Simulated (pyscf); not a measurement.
# Four-centre exchange: H₂N–SiH(Cl)–Cl (SMILES N[SiH](Cl)Cl) + H₂ (SMILES [H][H]) -> H₂N–SiH(Cl)–Cl (SMILES N[SiH](Cl)Cl) + H₂ (SMILES [H][H])

Gas phase, singlet surface, charge 0. Bonds broken: Si2–H8, H7–H9. Bonds formed: Si2–H7, H8–H9. Optimised with ωB97X-D3(BJ)/def2-SVP in PySCF.

Transition state (Å):

```xyz
9

N     -0.4172     0.4098     1.0038
Si    -0.9004    -0.1249    -0.5517
Cl    -0.2737    -2.0968    -0.3994
Cl    -2.7982     0.7119    -0.5834
H      0.4141     0.0429     1.4534
H     -0.7159     1.3067     1.3701
H     -1.1602    -0.4645    -2.1579
H      0.2411     0.8516    -1.4056
H     -0.3473     0.2778    -2.0226
```

One imaginary mode, 1571i cm⁻¹; descent along it reached the two sides named.

```csv
bond,change,reactant side (Å),saddle,product side
Si2–H8,breaks,1.476,1.728,3.9
H7–H9,breaks,0.762,1.109,2.9
Si2–H7,forms,3.6,1.662,1.474
H8–H9,forms,2.7,1.028,0.765
```

Electronic energies relative to the separated reactants (eV):

| level | barrier | reaction energy | reverse barrier |
|---|---|---|---|
| ωB97X-D3(BJ)/def2-TZVP | 2.90 | 0.00 | 2.90 |
| PBE/def2-TZVP | 2.55 | 0.00 | 2.55 |
| r²SCAN/def2-TZVP | 2.66 | 0.00 | 2.66 |
| B3LYP-D3(BJ)/def2-TZVP | 2.86 | 0.00 | 2.86 |
| PBE0-D3(BJ)/def2-TZVP | 2.66 | 0.00 | 2.66 |
| M06-2X/def2-TZVP | 3.01 | 0.00 | 3.01 |
| ωB97M-D3(BJ)/def2-TZVP | 2.87 | 0.00 | 2.87 |
| HF/def2-TZVP | 3.68 | 0.00 | 3.68 |

With ωB97M-D3(BJ)/def2-TZVP energies and thermal terms (ideal gas, 1 atm, RRHO with modes under 100 cm⁻¹ raised to 100, one conformer, R ln 2 for chiral ones without a mode under 150 cm⁻¹), in eV:

```csv
T (K),ΔH‡,ΔG‡,ΔH,ΔG
298,2.91,3.30,0.00,0.00
600,2.87,3.71,0.00,0.00
900,2.85,4.13,0.00,0.00
1200,2.86,4.56,0.00,0.00
```

At the saddle there is also a short H–Si contact that neither side keeps. The same reactants have a lower exit, to Cl–SiH₂–Cl + NH₃ (barrier +2.05 eV at ωB97M-D3(BJ)/def2-TZVP, against +2.87 eV here). One saddle was located; it need not be the lowest between these sides.
